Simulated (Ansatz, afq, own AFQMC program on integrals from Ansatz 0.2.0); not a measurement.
CH₄ClOSn, doublet: AFQMC among the cluster methods

```xyz
8

C    -1.4164   -0.2124    0.1285
O    -0.2686   -0.7375   -0.4726
Sn    1.5641    0.0239   -0.2803
Cl    1.6923    0.6264    2.0232
H    -1.8666    0.6003   -0.4725
H    -1.2331    0.1730    1.1486
H    -2.1674   -1.0182    0.2025
H     2.5749   -1.3831   -0.5117
```

Basis def2-SVP with its core potentials. Noble-gas cores (and the filled d shells of Ga–Kr and In–Xe) are frozen. Ansatz 0.2.0 and our own AFQMC program on the same integrals; the CISD trial comes from CCSD amplitudes, and released means the phaseless constraint is let go. Uncertainties: one standard error, sampling alone. No spin–orbit coupling.

Determinant: UHF, the one that the program's search chose, which needn't be the lowest solution. The geometry is a PBE0/def2-SVP stationary point of this or a neighbouring charge and spin state.

No full CI on the walks' own integrals is used here. The released AFQMC energy serves as the reference, which it does only where one determinant dominates, the energy is flat over the last release times and near the phaseless one (40 meV or 2 meV an electron, half that with transition metals). On small molecules, where full CI could be run and the noise was under 10 meV, such values lay within 10 meV of it in 19 cases of 20, a flattering rate, since the rule was set on those same cases; what remains of the bias isn't in the error bar.

Cautions: no spin-orbit coupling; inner d shell frozen; the ph-AFQMC/CISD walk drifts between its halves (2.0 errors); the released value is read at 0.90 1/Eh with a noise of 14 meV, more than in the cases checked (meV from the phaseless value at times in 1/Eh: -12 ± 9 at 0.21, -15 ± 8 at 0.42, -31 ± 13 at 0.63, -27 ± 14 at 0.90).

The T1 diagnostic is 0.0181. The weight of the determinant in the CISD state is 0.807, the ⟨S²⟩ of the determinant is 0.764 and the size of the correlated space is 25 electrons in 76 orbitals.

Reference: AFQMC with the constraint released, correlation energy -16.020 ± 0.014 eV.

```
        level  E − E(reference) (kJ/mol)  share of correlation (%)
           HF               1545.7 ± 1.4                      0.00
          MP2                153.8 ± 1.4                     90.05
         CCSD                 45.5 ± 1.4                     97.05
      CCSD(T)                  6.9 ± 1.4                     99.55
ph-AFQMC/CISD                  2.6 ± 1.5                     99.83
```

Released energies are given only where the last usable release times agree within the noise; a slower fall can still hide under it.
